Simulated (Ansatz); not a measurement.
A made-up structure of CH5NSi, singlet:

| atom | x (Å) | y (Å) | z (Å) |
| --- | --- | --- | --- |
| C1 | -0.7175 | 0.8392 | -0.4472 |
| Si2 | 0.2345 | -1.5034 | 1.1415 |
| N3 | 0.5853 | -0.3525 | 0.0963 |
| H4 | -0.8584 | 0.7873 | -1.5304 |
| H5 | -0.4247 | 1.8652 | -0.2074 |
| H6 | -1.6602 | 0.6082 | 0.0498 |
| H7 | 1.4857 | -0.1669 | -0.3455 |
| H8 | 1.2210 | -2.4297 | 1.5718 |

It is relaxed with PBE-D4/def2-SVP and then PBE0-D4/def2-TZVP (Ansatz 0.2.0). Atoms count as bonded within 1.22 times the sum of their covalent radii (H–H: 0.88 Å). The end point is not checked to be a true minimum.

Question: Does its bonding change? (A judgement: the text doesn't fix the answer.)

Answer: The calculation gives: Yes. Formed: C1–N3; broken: none.

Where it ends: The first stage lowers the energy by 2.27 eV in 7 steps. It ends as CH₅NSi ([CH3][NH][SiH]):
```json
{"atom": "C1", "x (Å)": "-0.5754", "y (Å)": "0.7226", "z (Å)": "-0.3989"}
{"atom": "Si2", "x (Å)": "-0.0514", "y (Å)": "-1.4962", "z (Å)": "1.2308"}
{"atom": "N3", "x (Å)": "0.3439", "y (Å)": "-0.2724", "z (Å)": "0.1087"}
{"atom": "H4", "x (Å)": "-0.6849", "y (Å)": "0.6552", "z (Å)": "-1.4860"}
{"atom": "H5", "x (Å)": "-0.2497", "y (Å)": "1.7380", "z (Å)": "-0.1516"}
{"atom": "H6", "x (Å)": "-1.5585", "y (Å)": "0.5640", "z (Å)": "0.0504"}
{"atom": "H7", "x (Å)": "1.2763", "y (Å)": "-0.1836", "z (Å)": "-0.2674"}
{"atom": "H8", "x (Å)": "1.3654", "y (Å)": "-2.0804", "z (Å)": "1.2429"}
```

Labels in which every atom is bracketed show which atoms are joined, not bond orders.

For scale, one of the runs: PBE0-D4/def2-TZVP relaxation, 129 basis functions, launched by `ansatz run in.yaml --threads 2 --pin off --events-out ev --progress --plain --max-ram 4352MiB`. Hardware: 2 CPU threads of an Arm Neoverse V2, shared host. Wall time about 15 s.
